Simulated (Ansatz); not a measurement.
## What each rung costs and misses: atomization of SiF₄, singlet

Geometry (MP2(full)/6-31G*, from the G2/97 set):

```xyz
5

Si    0.0000    0.0000    0.0000
F     0.9128    0.9128    0.9128
F    -0.9128   -0.9128    0.9128
F    -0.9128    0.9128   -0.9128
F     0.9128   -0.9128   -0.9128
```

Measured, as an electronic atomization energy: 573.1 kcal/mol (G2/97 heats of formation of molecule and atoms, with zero-point and thermal terms from B3LYP taken off; Curtiss et al., J. Chem. Phys. 106, 1063 (1997), Staroverov et al., J. Chem. Phys. 119, 12129 (2003)). The measured value holds scalar relativity and spin–orbit coupling, which all computed ones lack, and core correlation, which the wave-function levels lack. Atoms are taken at the same level; beside RHF, RMP2 and RCC rows they are unrestricted. Ansatz 0.2.0; the 6-31G* set has Cartesian d functions; a miss is computed less measured; times are wall times on shared hosts and scatter by a factor of two or so.

```json
{"level": "RCCSD(T)", "basis": "STO-3G", "miss (kcal/mol)": "-239.7", "time of the run": "0.31 s", "hardware": "1 CPU thread"}
{"level": "BCCD(T)", "basis": "STO-3G", "miss (kcal/mol)": "-239.6", "time of the run": "0.34 s", "hardware": "1 CPU thread"}
{"level": "PBE", "basis": "STO-3G", "miss (kcal/mol)": "-83.7", "time of the run": "0.58 s", "hardware": "1 CPU thread"}
{"level": "PBE0", "basis": "STO-3G", "miss (kcal/mol)": "-128.7", "time of the run": "0.61 s", "hardware": "1 CPU thread"}
{"level": "PBE", "basis": "6-31G", "miss (kcal/mol)": "-118.4", "time of the run": "0.67 s", "hardware": "1 CPU thread"}
{"level": "RCCSD(T)", "basis": "6-31G", "miss (kcal/mol)": "-175.2", "time of the run": "0.76 s", "hardware": "1 CPU thread"}
{"level": "BLYP", "basis": "cc-pV(D+d)Z", "miss (kcal/mol)": "-30.6", "time of the run": "0.85 s", "hardware": "1 CPU thread"}
{"level": "RHF", "basis": "6-31G*", "miss (kcal/mol)": "-161.3", "time of the run": "0.91 s", "hardware": "1 CPU thread"}
{"level": "PBE", "basis": "cc-pV(D+d)Z", "miss (kcal/mol)": "-21.4", "time of the run": "0.94 s", "hardware": "1 CPU thread"}
{"level": "BHLYP", "basis": "6-31G", "miss (kcal/mol)": "-173.4", "time of the run": "0.99 s", "hardware": "1 CPU thread"}
{"level": "RHF", "basis": "cc-pV(D+d)Z", "miss (kcal/mol)": "-190.0", "time of the run": "1 s", "hardware": "1 CPU thread"}
{"level": "B3LYP", "basis": "6-31G", "miss (kcal/mol)": "-141.6", "time of the run": "1.1 s", "hardware": "1 CPU thread"}
{"level": "B2PLYP", "basis": "6-31G", "miss (kcal/mol)": "-150.1", "time of the run": "1.4 s", "hardware": "1 CPU thread"}
{"level": "PBE0", "basis": "cc-pV(D+d)Z", "miss (kcal/mol)": "-47.4", "time of the run": "1.4 s", "hardware": "1 CPU thread"}
{"level": "BHLYP", "basis": "cc-pV(D+d)Z", "miss (kcal/mol)": "-73.0", "time of the run": "1.5 s", "hardware": "1 CPU thread"}
{"level": "BHLYP", "basis": "6-31G*", "miss (kcal/mol)": "-50.8", "time of the run": "1.5 s", "hardware": "1 CPU thread"}
{"level": "RPA-PBE", "basis": "cc-pV(D+d)Z", "miss (kcal/mol)": "-124.3", "time of the run": "1.7 s", "hardware": "1 CPU thread"}
{"level": "r2SCAN", "basis": "6-31G*", "miss (kcal/mol)": "-13.5", "time of the run": "2 s", "hardware": "1 CPU thread"}
{"level": "wB97M-V", "basis": "STO-3G", "miss (kcal/mol)": "-112.2", "time of the run": "2.6 s", "hardware": "1 CPU thread"}
{"level": "RCCSD(T)", "basis": "6-31G*", "miss (kcal/mol)": "-40.5", "time of the run": "2.8 s", "hardware": "1 CPU thread"}
{"level": "RHF", "basis": "cc-pV(T+d)Z", "miss (kcal/mol)": "-149.1", "time of the run": "3.1 s", "hardware": "1 CPU thread"}
{"level": "BCCD(T)", "basis": "6-31G*", "miss (kcal/mol)": "-40.1", "time of the run": "3.2 s", "hardware": "1 CPU thread"}
{"level": "wB97M-V", "basis": "6-31G*", "miss (kcal/mol)": "-10.4", "time of the run": "4.2 s", "hardware": "1 CPU thread"}
{"level": "CISD", "basis": "6-31G", "miss (kcal/mol)": "-212.0", "time of the run": "8 s", "hardware": "1 CPU thread"}
{"level": "BLYP", "basis": "cc-pV(T+d)Z", "miss (kcal/mol)": "-10.2", "time of the run": "8 s", "hardware": "H100 + 2 CPU threads"}
{"level": "PBE", "basis": "cc-pV(T+d)Z", "miss (kcal/mol)": "0.7", "time of the run": "8.5 s", "hardware": "H100 + 2 CPU threads"}
{"level": "revPBE", "basis": "cc-pV(T+d)Z", "miss (kcal/mol)": "-24.4", "time of the run": "8.5 s", "hardware": "H100 + 2 CPU threads"}
{"level": "revPBE", "basis": "cc-pV(Q+d)Z", "miss (kcal/mol)": "-22.1", "time of the run": "9 s", "hardware": "H100 + 2 CPU threads"}
{"level": "CAM-B3LYP", "basis": "cc-pV(Q+d)Z", "miss (kcal/mol)": "-1.4", "time of the run": "10 s", "hardware": "H100 + 2 CPU threads"}
{"level": "B2PLYP", "basis": "cc-pV(T+d)Z", "miss (kcal/mol)": "-10.4", "time of the run": "10 s", "hardware": "H100 + 2 CPU threads"}
{"level": "BHLYP", "basis": "cc-pV(T+d)Z", "miss (kcal/mol)": "-40.2", "time of the run": "11 s", "hardware": "H100 + 2 CPU threads"}
{"level": "SPW92", "basis": "cc-pV(T+d)Z", "miss (kcal/mol)": "82.7", "time of the run": "11 s", "hardware": "H100 + 2 CPU threads"}
{"level": "PBE0", "basis": "cc-pV(T+d)Z", "miss (kcal/mol)": "-19.0", "time of the run": "12 s (with forces)", "hardware": "H100 + 2 CPU threads"}
{"level": "BCCD(T)", "basis": "cc-pV(T+d)Z", "miss (kcal/mol)": "-19.3", "time of the run": "12 s", "hardware": "H100 + 2 CPU threads"}
{"level": "RCCSD(T)", "basis": "cc-pV(T+d)Z", "miss (kcal/mol)": "-19.7", "time of the run": "13 s (with forces)", "hardware": "H100 + 2 CPU threads"}
{"level": "wB97M-V", "basis": "cc-pV(T+d)Z", "miss (kcal/mol)": "-4.0", "time of the run": "15 s (with forces)", "hardware": "H100 + 2 CPU threads"}
{"level": "RPA-PBE", "basis": "cc-pV(Q+d)Z", "miss (kcal/mol)": "-49.5", "time of the run": "15 s", "hardware": "H100 + 2 CPU threads"}
{"level": "BCCD(T)", "basis": "cc-pV(Q+d)Z", "miss (kcal/mol)": "-4.0", "time of the run": "16 s", "hardware": "H100 + 2 CPU threads"}
{"level": "r2SCANh", "basis": "cc-pV(T+d)Z", "miss (kcal/mol)": "-12.1", "time of the run": "24 s", "hardware": "H100 + 2 CPU threads"}
{"level": "RCCSDT(Q)", "basis": "6-31G", "miss (kcal/mol)": "-174.3", "time of the run": "41 s", "hardware": "1 CPU thread"}
```

HF's time is that of a plain UHF run.

The smallest set from which on each level stays within 1 kcal/mol of its own cc-pV(Q+d)Z value: RHF none (cc-pV(T+d)Z is 5.8 kcal/mol off); PBE none (cc-pV(T+d)Z is 2.2 kcal/mol off); r2SCAN none (cc-pV(T+d)Z is 3.6 kcal/mol off); B3LYP none (cc-pV(T+d)Z is 3.1 kcal/mol off); wB97M-V none (cc-pV(T+d)Z is 1.4 kcal/mol off); B2PLYP none (cc-pV(T+d)Z is 6.7 kcal/mol off); RMP2 none (cc-pV(T+d)Z is 14.5 kcal/mol off); RCCSD(T) none (cc-pV(T+d)Z is 15.3 kcal/mol off).
